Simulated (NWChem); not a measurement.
Program: NWChem. System: C2H5, charge 0, spin multiplicity 2, at a geometry optimised with UB3LYP/def2-SVP. The structure started from a generated list of species. Its SCF solution wasn't tested for a lower state. Level: UB3LYP/def2-TZVP, VWN1-RPA local correlation.

Input file:

```
start mol
memory heap 200 mb stack 900 mb global 1100 mb
geometry units angstroms nocenter noautoz noautosym
  C      0.786718    -0.111259    -0.017825
  C     -0.685588     0.101544    -0.001895
  H      1.478943     0.705476     0.202420
  H      1.207495    -1.114605    -0.125421
  H     -1.125296    -0.099810     0.999128
  H     -0.958487     1.139104    -0.255640
  H     -1.209431    -0.571879    -0.702167
end
basis spherical
  * library def2-tzvp
end
dft
  xc b3lyp
  odft
  mult 2
  semidirect memsize 60000000 filesize 0
  iterations 100
end
task dft energy
```

NWChem printed:

```
             Northwest Computational Chemistry Package (NWChem) 7.3.0
             --------------------------------------------------------

                                NWChem Input Module
                                -------------------

 Scaling coordinates for geometry "geometry" by  1.889725989
 (inverse scale =  0.529177249)

                             Geometry "geometry" -> ""
                             -------------------------

 Output coordinates in angstroms (scale by  1.889725989 to convert to a.u.)

  No.       Tag          Charge          X              Y              Z
 ---- ---------------- ---------- -------------- -------------- --------------
    1 C                    6.0000     0.78671800    -0.11125900    -0.01782500
    2 C                    6.0000    -0.68558800     0.10154400    -0.00189500
    3 H                    1.0000     1.47894300     0.70547600     0.20242000
    4 H                    1.0000     1.20749500    -1.11460500    -0.12542100
    5 H                    1.0000    -1.12529600    -0.09981000     0.99912800
    6 H                    1.0000    -0.95848700     1.13910400    -0.25564000
    7 H                    1.0000    -1.20943100    -0.57187900    -0.70216700

 Effective nuclear repulsion energy (a.u.)      36.7605030767

            Nuclear Dipole moment (a.u.)
            ----------------------------
        X                 Y               Z
 ---------------- ---------------- ----------------
     0.0000075589    -0.0000075589     0.0000000000


 Summary of "ao basis" -> "" (spherical)
 ------------------------------------------------------------------------------
       Tag                 Description            Shells   Functions and Types
 ---------------- ------------------------------  ------  ---------------------
 *                         def2-tzvp                  on all atoms

                                 NWChem DFT Module
                                 -----------------

 Summary of "ao basis" -> "ao basis" (spherical)
 ------------------------------------------------------------------------------
       Tag                 Description            Shells   Functions and Types
 ---------------- ------------------------------  ------  ---------------------
 C                         def2-tzvp                11       31   5s3p2d1f
 H                         def2-tzvp                 4        6   3s1p

 Summary of "ao basis" -> "ao basis" (spherical)
 ------------------------------------------------------------------------------
       Tag                 Description            Shells   Functions and Types
 ---------------- ------------------------------  ------  ---------------------
 C                         def2-tzvp                11       31   5s3p2d1f
 H                         def2-tzvp                 4        6   3s1p

            General Information
            -------------------
          SCF calculation type: DFT
          Wavefunction type:  spin polarized.
          No. of atoms     :     7
          No. of electrons :    17
           Alpha electrons :     9
            Beta electrons :     8
          Charge           :     0
          Spin multiplicity:     2
          Use of symmetry is: off; symmetry adaption is: off
          Maximum number of iterations: 100
          AO basis - number of functions:    92
                     number of shells:    42
          Convergence on energy requested:  1.00D-06
          Convergence on density requested:  1.00D-05
[...]
    70      0.114580  4 H  s                 64      0.113871  3 H  s
    12      0.095672  1 C  px                43     -0.093409  2 C  px
    88      0.083287  7 H  s                 82      0.080074  6 H  s

 Vector    8  Occ=1.000000D+00  E=-3.555482D-01
              MO Center=  5.6D-02,  4.3D-02, -1.2D-01, r^2= 2.4D+00
   Bfn.  Coefficient  Atom+Function         Bfn.  Coefficient  Atom+Function
  ----- ------------  ---------------      ----- ------------  ---------------
    38     -0.233451  2 C  py                 7      0.215300  1 C  py
    64      0.179973  3 H  s                 82     -0.180320  6 H  s
    70     -0.178927  4 H  s                 88      0.164328  7 H  s
    41     -0.163272  2 C  py                10      0.132654  1 C  py
    81     -0.121496  6 H  s                 63      0.117024  3 H  s

 Vector    9  Occ=0.000000D+00  E=-5.710214D-02
              MO Center=  6.6D-01, -9.8D-02, -2.3D-02, r^2= 2.1D+00
   Bfn.  Coefficient  Atom+Function         Bfn.  Coefficient  Atom+Function
  ----- ------------  ---------------      ----- ------------  ---------------
    14      0.544343  1 C  pz                 8      0.360504  1 C  pz
    11      0.284895  1 C  pz                77     -0.264800  5 H  s
    76     -0.124892  5 H  s                 89      0.121937  7 H  s
    13     -0.092572  1 C  py                83      0.088522  6 H  s
    75     -0.072671  5 H  s                 88      0.072079  7 H  s

 Vector   10  Occ=0.000000D+00  E= 4.797106D-02
              MO Center= -8.2D-01,  1.2D-01,  1.4D-02, r^2= 5.9D+00
   Bfn.  Coefficient  Atom+Function         Bfn.  Coefficient  Atom+Function
  ----- ------------  ---------------      ----- ------------  ---------------
    36      5.364056  2 C  s                 83     -1.795683  6 H  s
    89     -1.784966  7 H  s                 77     -1.760622  5 H  s
    12      0.980067  1 C  px                 5     -0.697976  1 C  s
    71     -0.677005  4 H  s                 65     -0.647348  3 H  s
    35     -0.308089  2 C  s                 34      0.269135  2 C  s

 Vector   11  Occ=0.000000D+00  E= 8.391148D-02
              MO Center=  8.7D-01, -8.5D-02,  1.1D-01, r^2= 6.4D+00
   Bfn.  Coefficient  Atom+Function         Bfn.  Coefficient  Atom+Function
  ----- ------------  ---------------      ----- ------------  ---------------
     5      4.097718  1 C  s                 36     -3.225740  2 C  s
    65     -1.794174  3 H  s                 71     -1.632320  4 H  s
    77      0.997723  5 H  s                 43     -0.869304  2 C  px
    89      0.608660  7 H  s                  4      0.530410  1 C  s
    83      0.351710  6 H  s                 12     -0.330301  1 C  px

   alpha - beta orbital overlaps
   -----------------------------

   alpha      1      2      3      4      5      6      7      8      9     10
    beta      2      1      3      4      5      6      7      8      9     10
 overlap   0.999  0.999  0.993  0.993  0.999  0.992  0.998  0.999  0.983  0.999

   alpha     11     12     13     14     15     16     17     18     19     20
    beta     11     12     13     14     15     16     17     18     19     20
 overlap   0.997  0.999  1.000  1.000  0.997  0.994  0.999  0.944  0.724  0.750

   alpha     21     22     23     24     25     26     27     28     29     30
    beta     21     22     23     24     25     26     27     28     29     30
 overlap   0.963  0.939  0.911  0.972  0.996  0.997  0.999  0.999  0.967  0.967

   alpha     31     32     33     34     35     36     37     38     39     40
    beta     31     32     33     34     35     36     37     38     39     40
 overlap   0.992  0.982  0.988  0.998  0.931  0.930  0.961  0.990  0.991  0.688

   alpha     41     42     43     44     45     46     47     48     49     50
    beta     40     42     43     44     45     46     47     48     50     49
 overlap   0.704  0.950  0.999  0.986  0.994  0.998  0.999  0.983  0.942  0.960

   alpha     51     52     53     54     55     56     57     58     59     60
    beta     51     52     53     54     55     56     57     58     59     60
 overlap   0.998  0.994  0.994  0.997  0.997  0.998  0.984  0.984  0.998  0.999

   alpha     61     62     63     64     65     66     67     68     69     70
    beta     61     62     63     64     65     66     67     68     69     70
 overlap   0.999  1.000  0.989  0.987  0.999  0.998  0.989  0.959  0.957  0.964

   alpha     71     72     73     74     75     76     77     78     79     80
    beta     71     72     73     74     75     76     77     78     79     80
 overlap   0.996  0.989  0.903  0.909  0.987  0.995  0.998  0.998  0.999  0.998

   alpha     81     82     83     84     85     86     87     88     89     90
    beta     81     82     83     84     85     86     87     88     89     90
 overlap   0.999  0.999  0.997  0.997  1.000  0.999  1.000  1.000  1.000  1.000

   alpha     91     92
    beta     91     92
 overlap   1.000  1.000

     --------------------------
     Expectation value of S2:
     --------------------------
      <S2> =      0.7541 (Exact =     0.7500)

 center of mass
 --------------
 x =   0.03917759 y =  -0.00376381 z =  -0.00763944

 moments of inertia (a.u.)
 ------------------
          18.935680755254           8.854653289254           0.112398697575
           8.854653289254          78.686421765413          -1.131235539279
           0.112398697575          -1.131235539279          85.985024511838

     Multipole analysis of the density
     ---------------------------------

     L   x y z        total         alpha         beta         nuclear
     -   - - -        -----         -----         ----         -------
     0   0 0 0     -0.000000     -9.000000     -8.000000     17.000000

     1   1 0 0     -0.109012     -0.680678      0.571659      0.000008
     1   0 1 0      0.005418      0.098708     -0.093283     -0.000008
     1   0 0 1      0.046881      0.042137      0.004745      0.000000

     2   2 0 0    -10.831461    -31.882302    -28.325427     49.376267
     2   1 1 0      0.063796      2.902441      2.636705     -5.475350
     2   1 0 1      0.144999      0.258403     -0.261651      0.148247
     2   0 2 0    -10.287202    -11.795091    -11.029207     12.537095
     2   0 1 1      0.202033     -0.306348     -0.577126      1.085507
     2   0 0 2    -11.479731     -9.921928     -7.326069      5.768266

 Task  times  cpu:        4.2s     wall:        4.2s

 Total times  cpu:        4.2s     wall:        4.2s
```
